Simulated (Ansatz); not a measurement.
**SiH− (triplet): from Hartree-Fock to the top rungs at distance Si1–H2 = 1.559 Å, aug-cc-pVDZ**

Aim: climb from Hartree-Fock through coupled cluster and multireference methods for SiH− (triplet) at one geometry and basis, and see what each rung misses.

Method: aug-cc-pVDZ, core rule «outside noble gas», up to 5 orbitals frozen; program: Ansatz 0.2.0, Gaussian basis.

The runs, in order: UHF; CCSD(T) on ROHF; CCSD(T) on UHF; BCCD(T) on ROHF; CISD as a restricted active space (open shells left free, so some higher excitations enter); CCSDT(Q) on ROHF; CCSDT(Q) on UHF; CASSCF and MRCISD+Q, 4 electrons in 4 orbitals; CASSCF and NEVPT2, 4 electrons in 4 orbitals; CASSCF and MRCISD+Q, 6 electrons in 5 orbitals; CASSCF and NEVPT2, 6 electrons in 5 orbitals; Full CI.

13 further runs of the same task are left out: 1 for a known fault of the program, 8 that didn't finish, 4 set aside as unsound or not needed. Runs told in other sessions of the task aren't counted.

## (1) What is computed

The geometry derives from a PBE0/def2-TZVPD stationary point (not a proven minimum). One bond is set to the value named and the two fragments are kept rigid.

2 atoms, charge -1, spin multiplicity 3.

Atoms are counted from 1 here; the program's logs count them from 0.

Bond lengths: Si1–H2 1.559 Å.

## (2) UHF

The input, in.yaml:

```yaml
crystal:
  periodic: [false, false, false]
  atoms:
    - {symbol: Si, position_ang: [0.000000, 0.000000, 0.000000]}
    - {symbol: H, position_ang: [0.000000, 0.000000, 1.559400]}
basis:
  gaussian: {orbitals: aug-cc-pVDZ}
total_charge: -1
magnetization: {spin_polarized: true, initial_magnetization: 2}
hamiltonian: {xc: hf}
output: {orbitals: {seedname: orbitals}}
```

On the command line:

```
$ ansatz run in.yaml --threads 1 --pin off --events-out ev --progress --plain --max-ram 2393MiB
```

Further steps of the session: CCSD(T) on ROHF; CCSD(T) on UHF; BCCD(T) on ROHF; CISD as a restricted active space (open shells left free, so some higher excitations enter); CCSDT(Q) on ROHF; CCSDT(Q) on UHF; CASSCF and MRCISD+Q, 4 electrons in 4 orbitals; CASSCF and NEVPT2, 4 electrons in 4 orbitals; CASSCF and MRCISD+Q, 6 electrons in 5 orbitals; CASSCF and NEVPT2, 6 electrons in 5 orbitals; Full CI.

**Question.** What will the summary of the whole plan be? Wanted: FCI from the RHF energy; RMP2 from FCI; UMP2 from FCI; RCCSD from FCI; RCCSD(T) from FCI; UCCSD(T) from FCI; RCCSDT(Q) from FCI; UCCSDT(Q) from FCI; NEVPT2 pair from FCI.

As calculated:

| quantity | value |
| --- | --- |
| FCI from the ROHF energy | -3.1318 eV |
| RMP2 from FCI | +16.71 kcal/mol |
| UMP2 from FCI | +17.47 kcal/mol |
| RCCSD from FCI | +2.85 kcal/mol |
| RCCSD(T) from FCI | +0.67 kcal/mol |
| UCCSD(T) from FCI | +0.67 kcal/mol |
| RCCSDT(Q) from FCI | +0.02 kcal/mol |
| UCCSDT(Q) from FCI | +0.02 kcal/mol |
| NEVPT2 pair from FCI | +17.30 kcal/mol |
| MRCISD+Q pair from FCI | -0.35 kcal/mol |
| NEVPT2 valence from FCI | +18.01 kcal/mol |
| levels within 1 kcal/mol (43 meV) | RCCSD(T), UCCSD(T), BCCD(T), RCCSDT, UCCSDT, RCCSDT(Q), UCCSDT(Q), MRCISD+Q pair, MRCISD+Q valence |
| T1 diagnostic | 0.022 |
| effectively unpaired electrons | 2.05 |

**Reading.** RCCSD(T) lands +0.67 kcal/mol from the yardstick (0.9 % of the correlation energy). MRCISD+Q pair, MRCISD+Q valence fall below full CI: the +Q correction isn't variational, and the cores differ from full CI's. One determinant dominates. Of the multireference levels listed MRCISD+Q valence comes nearest in total energy (-0.20 kcal/mol), which doesn't show that its space is the better one. These misses are within one basis, not against nature; the frozen cores of restricted and unrestricted runs differ, which can shift their rows.

Levels on UHF freeze UHF's core orbitals, full CI those of ROHF, so the U rows can settle a little off it for that reason alone.

With open shells the CI space here admits some higher excitations, so it is larger than plain CISD.
